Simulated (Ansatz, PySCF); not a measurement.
**Band gap of rock-salt MgS at several levels of theory**

No measured value is used here.

```csv
level (code),value (eV),cell (Å³/atom)
LDA (Ansatz),2.56 (indirect),17.61
PBE (Ansatz),2.79 (indirect),17.61
PBE-D4 (Ansatz),2.83,17.29
r²SCAN+rVV10 (Ansatz),3.45,17.47
B3LYP (VWN-RPA form) (Ansatz),4.22 (indirect),17.61
Hartree–Fock (PySCF),10.47 ± 0.1,17.61
evGW@PBE (PySCF),5.08 ± 0.09,17.61
G0W0@PBE+SOC (Ansatz),4.35,17.61
```

Computed values are for a static lattice.  A ± on a computed value is a rough bar: the spread of its extrapolation, a floor set from checks against published values, or a statistical error. PBE-D4, r²SCAN+rVV10: the gap is read on the k mesh or supercell of the run alone and can be too large. G0W0@PBE+SOC: spin–orbit coupling enters as the shift of the gap found with a semilocal functional. Values are at the measured cell; PBE-D4 at the level's own equilibrium cell; r²SCAN+rVV10 at the level's own relaxed cell. Cutoffs and k meshes differ between the levels. Ansatz's density-functional and Hartree–Fock values are scalar-relativistic unless marked +SOC, with PAW data made under PBE.

Ansatz is an electronic-structure program.
